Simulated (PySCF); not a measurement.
**Molecular orbitals of LiH**

PBE0 at R = 1.610 Å; Li aug-cc-pVDZ, H aug-cc-pVDZ; no relativity (PySCF 2.14). State: triplet, unpaired electrons σ ↑↑, a second solution, started from another occupation. Only the outer orbitals are listed, counted within each symmetry.

```
spin  orbital  occ.  ε (eV)  on Li (%)           main shells (%)
   α       1σ     1  -56.01        100                  100 Li s
   α       2σ     1  -12.39         20           80 H s, 10 Li p
   α       3σ     1   -3.18        110          94 Li s, 15 Li p
   α       1π     0   -1.06         94                   94 Li p
   α       1π     0   -1.06         94                   94 Li p
   α       4σ     0   -0.22         96          48 Li s, 47 Li p
   β       1σ     1  -55.72        100                  100 Li s
   β       2σ     0   -0.96         78  54 Li s, 23 Li p, 18 H s
   β       3σ     0    0.31         94          73 Li p, 21 Li s
   β       1π     0    0.36        100                  100 Li p
```

Which are the highest filled and the lowest empty level, where do they sit, and how wide is the gap?

Highest filled α 3σ at -3.18 eV (in %: 94 Li s, 15 Li p); lowest empty α 1π at -1.06 eV (in %: 94 Li p); the gap at PBE0 is 2.12 eV.

The bond order (Mayer) is 0.07 and the ⟨S²⟩ is 2.000. The charge on Li (Mulliken, basis-dependent) is -0.30 and the charge on Li (Löwdin, basis-dependent) is 0.00. The dipole moment (positive dipole means Li(−)H(+)) is 4.07 D.

Shares are Mulliken populations and can fall outside 0 to 100 %.
